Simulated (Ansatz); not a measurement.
[CF2]+ (SMILES F[C+]F): methods side by side

[CF2]+ has 3 atoms, charge +1, and is taken as a doublet. As SMILES, `F[C+]F`. The shape was relaxed beforehand at B3LYP/def2-SVP.

```xyz
3

F     0.3806    0.9767    0.3175
C     0.2767   -0.2221    0.1277
F    -0.6573   -0.7546   -0.4452
```

Quantity: the dissociation energy of the C2–F1 bond into singlet CF+ and doublet F (shapes relaxed at B3LYP/def2-SVP, no zero-point term), in eV. The values are calculated.

```json
{"level": "UHF/def2-TZVPP", "kind": "Hartree–Fock", "program": "Ansatz", "value (eV)": "2.04", "less CCSD(T)/def2-TZVPP": "-0.98", "CPU time (all runs)": "0.56 s"}
{"level": "USVWN5/def2-TZVPP", "kind": "LDA", "program": "Ansatz", "value (eV)": "4.91", "less CCSD(T)/def2-TZVPP": "+1.89", "CPU time (all runs)": "0.77 s"}
{"level": "UPBE/def2-TZVPP", "kind": "GGA", "program": "Ansatz", "value (eV)": "3.98", "less CCSD(T)/def2-TZVPP": "+0.96", "CPU time (all runs)": "1.4 s"}
{"level": "UPBE0-D4/def2-TZVPP", "kind": "global hybrid", "program": "Ansatz", "value (eV)": "3.66", "less CCSD(T)/def2-TZVPP": "+0.64", "CPU time (all runs)": "1.3 s"}
{"level": "U-wB97M-V/def2-TZVPP", "kind": "range-separated hybrid", "program": "Ansatz", "value (eV)": "3.23", "less CCSD(T)/def2-TZVPP": "+0.21", "CPU time (all runs)": "3.2 s"}
{"level": "UCAM-B3LYP/def2-TZVPP", "kind": "range-separated hybrid", "program": "Ansatz", "value (eV)": "3.52", "less CCSD(T)/def2-TZVPP": "+0.50", "CPU time (all runs)": "1.4 s"}
{"level": "UB2PLYP/def2-TZVPP", "kind": "double hybrid", "program": "Ansatz", "value (eV)": "3.36", "less CCSD(T)/def2-TZVPP": "+0.34", "CPU time (all runs)": "2 s"}
{"level": "UCCSD(T)/def2-TZVPP", "kind": "coupled cluster or CI", "program": "Ansatz", "value (eV)": "3.02", "less CCSD(T)/def2-TZVPP": "0.00", "CPU time (all runs)": "7.1 s"}
```

UCCSD(T)/def2-TZVPP is the highest level here, not the true value. The values span 2.04 to 4.91 eV. Hartree–Fock misses the correlation of the electron pair that is broken and comes out low. A fragment with an even electron count was run as a singlet and may have a lower triplet. Measured bond enthalpies also hold zero-point and thermal terms, a few tenths of an eV less. CPU times are rough (shared hosts, several kinds of processor): they show what a rung costs within a factor of a few.
